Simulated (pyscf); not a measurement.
Optimised with ωB97X-D3(BJ)/def2-SVP in PySCF.

Task: For H₃C–N(CH₃)–SiH₃ + H atom (H•) -> •H₂C–N(CH₃)–SiH₃ + hydrogen (H₂), a hydrogen abstraction (doublet surface; C–H broken, H–H formed), PBE/def2-TZVP gives ΔE‡ = -0.03 eV and ΔE = -0.48 eV (zero: the separated reactants). In which direction and how far do PBE0-D3(BJ)/def2-TZVP, M06-2X/def2-TZVP, ωB97M-D3(BJ)/def2-TZVP move these?

Result: PBE0-D3(BJ): ΔE‡ = 0.11 eV, ΔE = -0.40 eV; M06-2X: ΔE‡ = 0.31 eV, ΔE = -0.43 eV; ωB97M-D3(BJ): ΔE‡ = 0.25 eV, ΔE = -0.44 eV. PBE's barrier lies under all of them, by 0.14 to 0.34 eV. Its reaction energy lies under all of them, by 0.04 to 0.08 eV. At PBE this geometry lies under the reactants; that is no barrier but a single point on another level's saddle; such a level's own saddle, if it has one, lies nearer that side and is low. This is the saddle that the search found; another between the same sides may lie lower. The angle at the transferred H is 176°.
